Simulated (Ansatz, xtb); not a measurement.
**C4H8N2: 6 structures ranked**

6 gas-phase structures of C4H8N2, from a drawn sample of its isomers (lower ones may exist). Each was relaxed with GFN2-xTB; where two conformers were screened, the lower at r2SCAN-D4/def2-SVP//GFN2-xTB is listed:

A. `[H]/N=C\C/C=C/N`, a singlet
B. `[H]/N=C\CC/C=N/[H]`, a singlet
C. `N/C=C/C=C/N`, a singlet
D. `[H]/N=C\C/C=C\N`, a singlet
E. `N/C=C\C=C/N`, a singlet
F. `N/C=C\C=C\N`, a singlet

Estimate their order in r2SCAN-D4/def2-SVP//GFN2-xTB energy at these geometries, lowest first.

Calculated order at r2SCAN-D4/def2-SVP//GFN2-xTB: E (0.0), F (0.4), C (0.5), D (6.1), A (6.7), B (7.9) kcal/mol. Less than 1 kcal/mol parts E and F; F and C; D and A, so the order within those pairs means little.

Energies above the lowest of each column, in kcal/mol; the last columns are at r2SCAN-D4/def2-SVP geometries:

| structure | GFN2-xTB | HF/STO-3G | r2SCAN-D4/def2-SVP//GFN2-xTB | r2SCAN-D4/def2-SVP | CCSD(T)/def2-SVP + ΔMP2/def2-TZVPP |
| --- | --- | --- | --- | --- | --- |
| E | 2.3 | 13.0 | 0.0 | 0.0 | 0.0 |
| F | 1.3 | 11.7 | 0.4 | 0.5 | 1.0 |
| C | 0.0 | 10.4 | 0.5 | 0.5 | 1.4 |
| D | 5.6 | 8.3 | 6.1 | 5.4 | 1.6 |
| A | 5.0 | 7.2 | 6.7 | 6.0 | 2.3 |
| B | 6.5 | 0.0 | 7.9 | 6.7 | 0.4 |

CCSD(T)/def2-SVP + ΔMP2/def2-TZVPP puts E lowest, with B and F within 1 kcal/mol; GFN2-xTB picks C. CCSD(T)/def2-SVP + ΔMP2/def2-TZVPP orders those it was run on as E (0.0), B (0.4), F (1.0), C (1.4), D (1.6), A (2.3) kcal/mol. Less than 1 kcal/mol parts E and B; B and F; F and C; C and D; D and A, so the order within those pairs means little. Flexible structures stand in one conformer each, not always the lowest. The ΔMP2 step shifts differences by up to 4.6 kcal/mol, which makes them less sure. ΔMP2 is the change of the MP2 energy from the smaller to the larger basis.

Over these structures GFN2-xTB departs from r2SCAN-D4/def2-SVP//GFN2-xTB by 1.2 kcal/mol on average once a common shift is removed. A GFN2-xTB relaxation took about 0.17 s and the r2SCAN-D4/def2-SVP//GFN2-xTB energy about 1.8 s on a shared host (Ansatz 0.2.0, xtb 6.7.1).
